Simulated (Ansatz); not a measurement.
Reaction (SMILES): Cl (HCl) → Cl atom + H atom
B3LYP-D3(BJ)/def2-TZVP geometries, fixed; electronic energies without zero-point terms.
Largest species:
```
Cl
H 1 1.2820
```

Basis-set convergence of the bond dissociation energy at PBE0 with Ansatz (a quantum-chemistry and plane-wave program). All functions are spherical. The program fits the integrals of some runs and decomposes those of others, by size. Open shells are unrestricted. No added dispersion term, no relativity. Functions are those of the species that has most. Reference: the value in aug-cc-pV(5+d)Z, 105.09 kcal/mol, itself unsure by roughly 0.01 kcal/mol (its mean distance from pcseg-4, aug-pcseg-3, aug-cc-pV(Q+d)Z).

```csv
basis,functions,bond dissociation energy (kcal/mol)
6-31G,15,(withheld)
def2-SV(P),20,96.65
cc-pV(T+d)Z,53,104.82
def2-TZVPP,56,(withheld)
jun-cc-pV(T+d)Z,62,(withheld)
def2-TZVPPD,68,105.20
def2-QZVPP,100,(withheld)
pcseg-4,166,105.08
aug-cc-pV(5+d)Z,216,105.09
```

Problem. What belongs in the gaps?

Solution. 
- 6-31G, bond dissociation energy (kcal/mol): 89.73
- def2-TZVPP, bond dissociation energy (kcal/mol): 104.79
- jun-cc-pV(T+d)Z, bond dissociation energy (kcal/mol): 105.13
- def2-QZVPP, bond dissociation energy (kcal/mol): 104.98
